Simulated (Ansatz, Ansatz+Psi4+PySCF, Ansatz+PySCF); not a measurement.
| atom | x (Å) | y (Å) | z (Å) |
| --- | --- | --- | --- |
| C | 0.0000 | -0.1334 | -1.0984 |
| C | 0.0000 | 0.3080 | 0.3299 |
| O | 0.0000 | -0.7370 | 1.2034 |
| H | 0.0000 | -0.3485 | 2.0899 |
| H | 0.0000 | -1.1824 | -1.3589 |
| H | 0.0000 | 0.6270 | -1.8653 |
| O | 0.0000 | 1.4664 | 0.6993 |

Basis set: cc-pVTZ (spherical functions). Correlated methods keep 4 orbitals frozen. Correlation on ROHF uses semicanonical orbitals with singles. Charge 0, multiplicity 2.

Computed with Ansatz (development build ahead of 0.2.0); each method stands on the lowest determinant of its kind that the runs found.

**Question.** Give the atomization energy at this shape (free ground-state atoms in the same class of orbitals less the molecule, no zero-point energy) of doublet C₂H₃O₂ by ROHF-MP2, UHF-MP2.

**Answer.**

```
  method  atomization energy
ROHF-MP2     696.52 kcal/mol
 UHF-MP2     694.90 kcal/mol
```
